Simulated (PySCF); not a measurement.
Gas-phase reaction: 2 c-Si3H6 + 3 H ⇌ 3 Si2H5

Energies from PySCF, thermal terms from the rigid-rotor harmonic-oscillator model, ideal gas at 1 bar. † marks an energy on the PBE0/def2-TZVP geometry and frequencies; other levels use their own. MP2 and CCSD(T) freeze the core. 6-31G* has spherical d functions here. Open shells (unrestricted): H (multiplicity 2), Si2H5 (multiplicity 2); the rest are closed-shell singlets. B3LYP is the form with VWN-RPA correlation. c-Si3H6, Si2H5: computed as isolated molecules; such fragments, hydroxides, amides, oligomers or adducts are transient or little studied in the gas. MP2 isn't extrapolated to the basis-set limit. CCSD(T) isn't extrapolated to the basis-set limit.

```csv
level,"ΔH°(298 K), kJ"
B3LYP/6-31G*,-536
CCSD(T)/def2-TZVPP†,-502
MP2/def2-SVP†,?
MP2/def2-TZVPP†,-462
PBE/def2-SVP,?
PBE0/def2-TZVP,-470
LDA/def2-TZVP†,?
```

Some entries are withheld; supply them.


- MP2/def2-SVP†, ΔH°(298 K), kJ: -462
- PBE/def2-SVP, ΔH°(298 K), kJ: -452
- LDA/def2-TZVP†, ΔH°(298 K), kJ: -459
